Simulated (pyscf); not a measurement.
`[SiH2]=[AsH]` + `[H][H]` -> `[AsH3]` + `[SiH2]` [singlet] (concerted two-bond exchange; singlet surface; As–Si, H–H broken, As–H, As–H formed). Structures and frequencies: ωB97X-D3(BJ)/def2-SVP in PySCF. Energies in eV from the separated reactants.

| level | barrier | reaction energy |
|---|---|---|
| ωB97X-D3(BJ)/def2-TZVP | 2.03 | +1.39 |
| r²SCAN/def2-TZVP | 1.98 | +1.49 |
| B3LYP-D3(BJ)/def2-TZVP | 2.00 | +1.27 |
| PBE0-D3(BJ)/def2-TZVP | (withheld) | (withheld) |
| M06-2X/def2-TZVP | (withheld) | +1.28 |
| ωB97M-D3(BJ)/def2-TZVP | 1.92 | +1.09 |

**Question.** Complete the blanks.

**Answer.** 
- PBE0-D3(BJ)/def2-TZVP, barrier: 1.86
- PBE0-D3(BJ)/def2-TZVP, reaction energy: +1.35
- M06-2X/def2-TZVP, barrier: 2.02

The functionals in the table span 0.17 eV in this barrier, from PBE0-D3(BJ) to ωB97X-D3(BJ)/def2-TZVP. On the product side the descent ends in an adduct with a As–Si contact, 0.50 eV under the separated species and 1.13 eV under the saddle at ωB97X-D3(BJ)/def2-TZVP. What is counted as broken (As–Si) persists as a longer contact in the product adduct; parting that adduct is a step of its own. The same reactants have a lower exit, to H₃Si–AsH₂ (barrier +1.19 eV at ωB97M-D3(BJ)/def2-TZVP, against +1.92 eV here). This is the saddle that the search found; another between the same sides may lie lower. Elements up to Kr have no core potential and no relativistic terms here.
